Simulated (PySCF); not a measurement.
Compound: C4H5NO.
Atom-mapped SMILES: `[CH3:1][c:2]1[cH:3][n:4][cH:5][o:6]1` (hydrogens: H7, H8, H9 on C1; H10 on C3; H11 on C5)

Computed, not measured: CAM-B3LYP/def2-SVP geometry optimisation, gas phase in PySCF.

(1) What internal coordinates does the optimisation give?

Results:

(1) 
```csv
bond,length (Å)
C1–C2,1.482
C2–C3,1.358
C3–N4,1.383
N4–C5,1.285
C5–O6,1.347
C2–O6,1.362
"C1–H7, C1–H8, C1–H9",1.100
C3–H10,1.088
C5–H11,1.089
```

Bonds in one row agree within 0.01 Å and their mean is given. A selection of angles:
```csv
angle,degrees
C2–C1–H7,111.2
C2–C1–H9,109.8
H7–C1–H8,107.7
C1–C2–C3,135.1
C1–C2–O6,118.1
C3–C2–O6,106.8
C2–C3–N4,109.4
C2–C3–H10,128.3
N4–C3–H10,122.3
C3–N4–C5,104.4
N4–C5–O6,114.2
N4–C5–H11,128.8
O6–C5–H11,117.1
C2–O6–C5,105.3
```

O6 (furan-type oxygen) is bent (angle 105.3°). The 6 heavy atoms lie in one plane (0.000 Å rms). The C–N distances run from 1.285 Å (N4–C5, aromatic) to 1.383 Å (C3–N4, aromatic), a spread of 0.098 Å. The C–C distances run from 1.358 Å (C2–C3, aromatic) to 1.482 Å (C1–C2, drawn single), a spread of 0.124 Å. The 5-membered ring C2–C3–N4–C5–O6 has internal angles of 104.4° to 114.2°; it is planar, 0.00 Å rms from its mean plane, widest ring torsion 0°.

Point group: Cs (every atom within 0.08 Å of its image). Stationary, but not proved a minimum.
